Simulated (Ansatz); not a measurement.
**C3H7NO: small, medium and large basis sets**

How large a basis does C3H7NO need? Two functionals are run in growing sets.

Program: Ansatz 0.2.0, Gaussian basis. Level of theory: one geometry, several basis sets. These are calculated values, not measurements.

Plan: PBE0-D4/def2-SVP; ωB97M-V/def2-SVP; PBE0-D4/def2-QZVPP; ωB97M-V/def2-QZVPP; the functionals' def2-TZVPP values are taken from earlier runs.

**1. The geometry**

All runs share one geometry, relaxed beforehand with PBE0-D4 in a triple-zeta def2 set.

12 atoms, charge 0, spin multiplicity 1.

Atoms are counted from 1 here; the program's logs count them from 0.

Bond lengths: N1–C2 1.452 Å, N1–H6 1.013 Å, N1–H7 1.012 Å, C2–C3 1.523 Å, C2–H8 1.101 Å, C2–H9 1.095 Å, C3–C4 1.497 Å, C3–H10 1.093 Å, C3–H11 1.097 Å, C4–O5 1.200 Å, C4–H12 1.114 Å. Angles: C2–N1–H6 110.4°, C2–N1–H7 110.6°, H6–N1–H7 106.9°, N1–C2–C3 110.1°, N1–C2–H8 114.0°, N1–C2–H9 108.0°, C3–C2–H8 108.9°, C3–C2–H9 109.1°, H8–C2–H9 106.7°, C2–C3–C4 111.7°, C2–C3–H10 111.6°, C2–C3–H11 107.8°, C4–C3–H10 108.9°, C4–C3–H11 108.1°, H10–C3–H11 108.5°, C3–C4–O5 125.2°, C3–C4–H12 114.6°, O5–C4–H12 120.2°.

**2. PBE0-D4 in def2-SVP**

in.yaml reads:

```yaml
crystal:
  periodic: [false, false, false]
  atoms:
    - {symbol: N, position_ang: [-0.313351, 1.211511, 1.414579]}
    - {symbol: C, position_ang: [0.190019, 0.709196, 0.148271]}
    - {symbol: C, position_ang: [-0.240244, -0.738052, -0.048901]}
    - {symbol: C, position_ang: [0.074026, -1.226441, -1.428750]}
    - {symbol: O, position_ang: [0.749624, -2.184280, -1.685642]}
    - {symbol: H, position_ang: [0.100327, 0.701540, 2.186026]}
    - {symbol: H, position_ang: [-0.062339, 2.184274, 1.537441]}
    - {symbol: H, position_ang: [1.284139, 0.773011, 0.043320]}
    - {symbol: H, position_ang: [-0.238483, 1.321833, -0.652275]}
    - {symbol: H, position_ang: [0.233276, -1.401731, 0.678669]}
    - {symbol: H, position_ang: [-1.327522, -0.787405, 0.090193]}
    - {symbol: H, position_ang: [-0.372572, -0.618657, -2.248930]}
basis:
  gaussian: {orbitals: def2-SVP}
hamiltonian: {xc: pbe0, dispersion: d4}
output: {orbitals: {seedname: orbitals}}
```

After this run come: ωB97M-V in def2-SVP; PBE0-D4 in def2-QZVPP; ωB97M-V in def2-QZVPP.

**Question.** What will the summary of the whole plan be? Wanted: PBE0-D4: double and triple zeta above quadruple; ωB97M-V: double and triple zeta above quadruple.

**Answer**, as computed:

| quantity | value |
| --- | --- |
| PBE0-D4: double and triple zeta above quadruple | 8.14, 0.39 eV |
| ωB97M-V: double and triple zeta above quadruple | 8.46, 0.38 eV |

In words: For PBE0-D4 the step from double to triple zeta gains 7.75 eV and the next only 0.39 eV. These are total energies; as a rule much of such shifts cancels in differences, which this series doesn't test.
